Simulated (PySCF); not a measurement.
## A thermochemical cycle for SiN

PBE0 in PySCF with def2-TZVP on every atom, for the lowest determinant that a PBE0 search found; no spin–orbit coupling. SiN, a doublet (σ ↑), has De = 4.45 eV to neutral atoms, and SiN⁺, a triplet (π ↑↑), has De = 2.72 eV to Si⁺ + N.

At the same level the Si atom ionises at 8.22 eV.

Question: What is the adiabatic ionisation energy of the molecule, and does ionisation strengthen or weaken the bond?

Answer: IE = IE(Si) + De(neutral) − De(ion) = 8.22 + 4.45 − 2.72 = 9.95 eV. De changes by -1.73 eV, so ionisation weakens the bond.

For an ion De counts to the pair picked by the measured ionisation energies or electron affinities, which need not be the lowest pair at this level. States were picked by a PBE0 search and need not be the measured ground states.
